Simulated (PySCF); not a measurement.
Compound: 2-chloropropionitrile, C₃H₄ClN.
Numbering: `[CH3:1][C@@H:2]([Cl:3])[C:4]#[N:5]` (hydrogens: H6, H7, H8 on C1; H9 on C2)

All values: wB97X-D/pcSseg-2 (PySCF, non-relativistic), on one gas-phase PBE0-D3(BJ)/def2-TZVP geometry that isn't relaxed in the solvent. The solvent is an IEF-PCM continuum (Bondi radii, 1.10 Å for H, scaled by 1.2). Specific hydrogen bonds and non-electrostatic terms are outside this model.

Gas phase at wB97X-D/pcSseg-2: HOMO -11.09 eV, LUMO 1.08 eV, dipole 3.71 D.

Problem. What does the continuum do to the energy, the frontier levels and the dipole at wB97X-D/pcSseg-2 in chloroform?

Solution. 
| solvent | ε | E(solvent) − E(gas) (kcal/mol) | polarisation term (kcal/mol) | distortion of the solute (kcal/mol) | HOMO (eV) | LUMO (eV) | dipole (D) |
| --- | --- | --- | --- | --- | --- | --- | --- |
| chloroform | 4.711 | -4.78 | -5.54 | 0.76 | -10.95 | 1.16 | 4.48 |

The first energy column is the sum of the next two and covers electrostatics alone.

Problem. Which radius a makes the point-dipole formula ΔE = −[(ε − 1)/(2ε + 1)]·μ²/a³ give the value in chloroform, with the gas-phase dipole?

Solution. μ = 1.461 au and |ΔE| = 0.00761 Eh give a = 2.46 Å; the farthest nucleus lies 2.61 Å from the centroid of the nuclei, so such a sphere wouldn't even hold the nuclei. The formula assumes a rigid point dipole at the centre of a sphere.

Note: wB97X-D ran without an empirical dispersion term, which enters the total energy and its gradient alone.
